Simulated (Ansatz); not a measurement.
# H$_{3}$Ge–BH⁺, triplet in cc-pVDZ: errors against UCCSDT(Q)

Geometry: that of the H3Ge–BH, doublet, kept fixed. The singlet lies 3.1 eV lower here.

```xyz
6

Ge    0.0000    0.0147    0.2659
B     0.0000   -0.1536   -1.7625
H     0.0000    1.4503    0.8330
H     1.2427   -0.7130    0.8099
H    -1.2427   -0.7130    0.8099
H     0.0000    0.5661   -2.7120
```

Basis cc-pVDZ; Ansatz 0.2.0. Only valence electrons are correlated (noble-gas cores and the filled d shells of p-block atoms frozen), which leaves 10 electrons in 46 orbitals. R marks a restricted (for open shells ROHF) determinant, U an unrestricted one. No spin–orbit coupling is included, and no scalar relativity.

Full CI isn't at hand for all of this; UCCSDT(Q) serves as the reference, and is uncertain by the last step of the cluster series or more.

* UHF ⟨S²⟩: 2.013
* T1 diagnostic (RCCSD): 0.0400
* largest doubles amplitude (RCCSD): 0.037
* T1 diagnostic (UCCSD): 0.0311

From what is known of these methods and the diagnostics, rank them by the size of their error in total energy against UCCSDT(Q) in cc-pVDZ, smallest first (an estimate: the text doesn't fix the numbers).
A. UCCSD(T)
B. UCCSD
C. UMP2
D. UHF
E. UCCSDT

E (5 meV), A (44 meV), B (168 meV), C (1305 meV), D (5017 meV).

All errors are against UCCSDT(Q) in cc-pVDZ. Within each family the higher level lies nearer, as is usual though not guaranteed.
